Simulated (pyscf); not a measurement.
[HAs=In]• + H₂ → [H₂As–InH]•, an addition across a multiple bond or ene-type step (doublet surface; H–H broken, H–In, As–H formed). PySCF, gas phase, ωB97X-D3(BJ)/def2-SVP geometries. Energies in kJ/mol from the separated reactants.

Small-basis levels: PySCF, no dispersion term, spherical d functions. Open shells are spin-unrestricted. 

```tsv
level	barrier	reaction energy
HF/6-31G*+LANL2DZ	182.8	+11.9
SVWN5/6-31G*+LANL2DZ	37.6	-47.5
B3LYP/LANL2DZ	100.7	-15.4
B3LYP/6-31G*+LANL2DZ	105.4	-11.8
B3LYP/6-311+G**+LANL2DZ	90.6	-24.4
PBE/def2-SVP	55.6	-25.8
B3LYP/def2-SVP	87.0	-9.7
ωB97M-D3(BJ)/def2-TZVP	98.8	-18.2
```

Against the last row the barrier runs from -61.2 (SVWN5/6-31G*+LANL2DZ) to +84.0 kJ/mol (HF/6-31G*+LANL2DZ). ωB97M-D3(BJ)/def2-TZVP has limits of its own. This is the saddle that the search found; another between the same sides may lie lower. In the def2 sets elements up to Kr have no core potential. In the def2 sets elements past Kr carry core potentials, without spin-orbit coupling.
